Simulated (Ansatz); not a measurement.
This Ansatz (a program for electronic structure) input (MP2/cc-pCVQZ) gives -435.61988 Eh with 193 basis functions. A basis named .json is the Basis Set Exchange file of that set (core-valence sets with the plain set on hydrogen).

Ansatz 0.2 input:
```yaml
crystal:
  periodic: [false, false, false]
  atoms:
    - {symbol: C, position_ang: [-0.00000000, -0.00000000, -1.08079300]}
    - {symbol: S, position_ang: [0.00000000, 0.00000000, 0.40529737]}
basis:
  gaussian:
    orbitals: cc-pCVQZ.json
total_charge: 1
magnetization: {spin_polarized: true, initial_magnetization: 1}
correlation: {method: mp2, frozen_orbitals: {C: 0, S: 1}}
```

Change:
```diff
- orbitals: cc-pCVQZ.json
+ orbitals: cc-pwCVQZ.json
```

Task: What does the run give now?

Result: -435.60785 Eh (MP2/cc-pwCVQZ, 193 functions), a change of +12.03 mEh.
